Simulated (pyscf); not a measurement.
One four-centre exchange on the singlet surface with elements of a group swapped. ωB97M-D3(BJ)/def2-TZVP, eV, from the separated reactants. Structures and frequencies: ωB97X-D3(BJ)/def2-SVP in PySCF.

```csv
step,barrier,reaction energy,imaginary mode (i cm⁻¹)
HF + F–NbH(F)(F)–F → F–Nb(F)(F)(F)–F + H₂,___,___,884
HF + F–TaH(F)(F)–F -> F–Ta(F)(F)(F)–F + H₂,-0.07,-1.57,739
```

### Question
Some entries are withheld; supply them.

### Answer

- HF + F–NbH(F)(F)–F → F–Nb(F)(F)(F)–F + H₂, barrier: 0.07
- HF + F–NbH(F)(F)–F → F–Nb(F)(F)(F)–F + H₂, reaction energy: -1.45

Row 1: On the reactant side the descent ends in an adduct with a F–Nb contact, 0.28 eV under the separated species and 0.29 eV under the saddle at ωB97X-D3(BJ)/def2-TZVP. Row 2: On the reactant side the descent ends in an adduct with a F–Ta contact, 0.32 eV under the separated species and 0.19 eV under the saddle at ωB97X-D3(BJ)/def2-TZVP. Each row is the saddle that its search found. Elements past Kr carry the def2 core potentials, without spin-orbit coupling.
